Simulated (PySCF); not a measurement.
How exact exchange moves a shielding

Molecule: `Cn1ccnc1`, C4H6N2.

Geometry (Å), atoms numbered from 1 in this order:
```xyz
12

C    -1.6680   -0.1296    0.0540
N    -0.2415    0.0404   -0.0326
C     0.7165   -0.7716    0.5217
C     1.9219   -0.2076    0.1740
N     1.7235    0.9186   -0.5717
C     0.4242    1.0390   -0.6773
H    -2.0085   -0.0910    1.0999
H    -2.1606    0.6798   -0.5004
H    -1.9795   -1.0897   -0.3846
H     0.4589   -1.6565    1.0990
H     2.9209   -0.5613    0.4272
H    -0.1077    1.8294   -1.2092
```

GIAO shieldings (ppm, equivalent atoms averaged) in PySCF 2.14.0 with density-fitted response routines on the PBE0-D3(BJ)/def2-SVP geometry, basis pcSseg-2, gas phase, non-relativistic:

```csv
functional,exact exchange (%),σ(C1),σ(N2)
BLYP,0,140.8,64.8
BP86,0,144.8,70.0
PBE,0,145.3,70.1
B3LYP,20,145.1,69.3
PBE0,25,150.1,75.5
BHandHLYP,50,150.8,77.0
HF,100,159.2,93.8
```

(1) Fit each shielding as a line in the percentage of exact exchange.

(2) What does the line predict for mPW1PW91 (25 %), and what does the run give?

Answers

(1) σ(C1) = 143.7 + 0.15 x (rms 1.8 ppm); σ(N2) = 67.5 + 0.25 x (rms 2.5 ppm). The functionals also differ in their semilocal parts, which the line can't hold; Hartree–Fock has no correlation at all.

(2) σ(C1): 147.4 predicted, 149.3 computed; σ(N2): 73.8 predicted, 74.6 computed ppm.
